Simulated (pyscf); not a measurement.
A first-order saddle from PySCF, ωB97X-D3(BJ)/def2-SVP:

```xyz
9

F     -0.5571    -0.3000     1.7606
Ge    -1.1032    -0.1237     0.1361
F     -1.6786    -1.4508    -0.7999
F     -2.6431     0.5988     0.4889
H      0.6109    -0.6419    -0.3808
N     -0.3204     1.3264    -0.8648
H      0.5399     0.3301    -0.7891
H     -0.7876     1.5503    -1.7481
H     -0.1730     2.1935    -0.3402
```

Surface: singlet, charge 0. Lowest wavenumbers (cm⁻¹): 1613i, 98, 135, 161, 277.

Q: Name the species on either side of this saddle.

A: F–GeH(F)–F (SMILES [F][GeH]([F])[F]) + NH₃ (SMILES N) ⇌ H₂N–Ge(F)(F)–F (SMILES [NH2][Ge]([F])([F])[F]) + H₂ (SMILES [H][H]), a four-centre exchange read from left to right: Ge–H, H–N broken and Ge–N, H–H formed. At ωB97M-D3(BJ)/def2-TZVP it lies +41.8 kcal/mol from the left side and +41.4 kcal/mol from the right (each side as separated species at their lowest minima found). On the reactant side the descent ends in an adduct with a Ge–N contact (not fully relaxed), 13.1 kcal/mol under the separated species and 53.7 kcal/mol under the saddle at ωB97X-D3(BJ)/def2-TZVP. What is counted as formed (Ge–N) is already present as a longer contact in the reactant adduct; forming that adduct is a step of its own. At the saddle there is also a short Ge–H contact that neither side keeps. One saddle was located; it need not be the lowest between these sides. Elements up to Kr have no core potential and no relativistic terms here.
